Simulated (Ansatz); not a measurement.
# Multireference treatment of C3H6, singlet

Calculated in Ansatz's Gaussian-basis code. Basis cc-pVDZ, nonrelativistic, 3 orbitals frozen in the corrections. State-specific CASSCF; RHF is the lowest restricted (open-shell) Hartree–Fock solution met. No symmetry is imposed, so a solution can break that of the shape. No proof that the lowest CASSCF solution was found.

Geometry:

```json
{"atom": "C", "x (Å)": "0.0000", "y (Å)": "0.0000", "z (Å)": "-0.8670"}
{"atom": "C", "x (Å)": "0.0000", "y (Å)": "-0.7508", "z (Å)": "0.4335"}
{"atom": "C", "x (Å)": "0.0000", "y (Å)": "0.7508", "z (Å)": "0.4335"}
{"atom": "H", "x (Å)": "0.9105", "y (Å)": "0.0000", "z (Å)": "-1.4558"}
{"atom": "H", "x (Å)": "-0.9105", "y (Å)": "0.0000", "z (Å)": "-1.4558"}
{"atom": "H", "x (Å)": "-0.9105", "y (Å)": "-1.2607", "z (Å)": "0.7279"}
{"atom": "H", "x (Å)": "0.9105", "y (Å)": "-1.2607", "z (Å)": "0.7279"}
{"atom": "H", "x (Å)": "0.9105", "y (Å)": "1.2607", "z (Å)": "0.7279"}
{"atom": "H", "x (Å)": "-0.9105", "y (Å)": "1.2607", "z (Å)": "0.7279"}
```

What do CASSCF and its corrections give against RHF in CAS(2,2), and what are the occupations?

CASSCF -0.438 eV, SC-NEVPT2 -11.416 eV; occupations 1.98, 0.02.

How do single-reference totals in the same basis and frozen core stand against SC-NEVPT2 in CAS(2,2)?

CCSD(T) -1.537 eV. Coupled cluster stands on the determinant that it favours, which can lie over the RHF solution above, and is in doubt where the occupations are far from 0, 1 and 2.
